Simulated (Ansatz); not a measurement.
Bulk modulus (GPa) of solids drawn from the class of elemental solids other than molecular ones, at two levels: PBE (PAW; Ansatz, an electronic-structure program), and r²SCAN (PAW; Ansatz).

```
solid                        PBE  r²SCAN  shift (%)
--------------------------  ----  ------  ---------
bcc Mo                       259     271       +4.6
bcc Cs                      1.96    1.85       -5.6
body-centred tetragonal In  35.5    42.3      +19.2
bcc Ta                       194     201       +3.6
hcp Co                       215     224       +4.2
hcp Sc                      54.2    54.9       +1.3
diamond-structure Ge        59.0    70.8      +20.0
diamond-structure Si        88.7    96.9       +9.2
```

The shifts run from -5.6 % to +20.0 %, with a median of +4.4 %.

Over all 8 rows r²SCAN is the larger in 7.

Ansatz's runs of these crystals have no spin polarisation, but for hcp Co. Meta-GGA and hybrid levels favour moments, which can bear on hcp Co, hcp Sc.

Density-functional runs with spin start from parallel moments for hcp Co.

Spin–orbit coupling is left out, also for the solids with elements from indium on (bcc Cs, body-centred tetragonal In, bcc Ta); its size isn't shown.

Each level is taken at its own relaxed cell. Caveats: the gap of the solid is closed in this run (PBE: diamond-structure Ge). Ansatz's density-functional and Hartree–Fock values are scalar-relativistic unless marked +SOC, with PAW data made under PBE.
